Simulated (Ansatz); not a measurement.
## Worked example: correlation energy of AsH2⁻, singlet

Geometry: that of the AsH2⁻, triplet, kept fixed.

| atom | x (Å) | y (Å) | z (Å) |
| --- | --- | --- | --- |
| As | 0.0000 | 0.0191 | 0.0272 |
| H | 0.0000 | -1.5033 | -0.1111 |
| H | 0.0000 | 0.0833 | -1.9075 |

Basis aug-cc-pVDZ; Ansatz 0.2.0. Correlated methods freeze the noble-gas cores and the filled d shells of p-block atoms, which leaves 8 electrons in 40 orbitals. R marks a restricted (for open shells ROHF) determinant. No spin–orbit coupling is included, and no scalar relativity.

Full CI isn't at hand for all of this; RCCSDTQ serves as the reference, and is uncertain by about the last step of the cluster series.

Runs differ by some tens of microhartree through their thresholds, so steps under 0.03 kcal/mol mean nothing.

```csv
level,total energy (hartree)
RHF,-2235.290899
RMP2,-2235.428136
RCCSD,-2235.454464
RCCSD(T),-2235.460579
RCCSDT,-2235.461444
RCCSDT(Q),-2235.461834
RCCSDTQ,-2235.461863
```

Problem. What is the correlation energy at RCCSDTQ, and what share of it do RMP2 and RCCSDT recover?

Solution. E(corr) = -2235.461863 − (-2235.290899) = -0.170964 hartree = -4.652 eV. RMP2: -0.137237 / -0.170964 = 80.27 %. RCCSDT: -0.170545 / -0.170964 = 99.75 %.

Problem. By how many kcal/mol does RCCSD(T) miss RCCSDTQ (1 hartree = 627.509 kcal/mol), and which steps make up the rest?

Solution. -2235.460579 − (-2235.461863) = 0.001284 hartree = 0.81 kcal/mol. Steps: RCCSDT − RCCSD(T) = -0.54, RCCSDT(Q) − RCCSDT = -0.24, RCCSDTQ − RCCSDT(Q) = -0.02 kcal/mol. Differences between like states or geometries often cancel part of this.
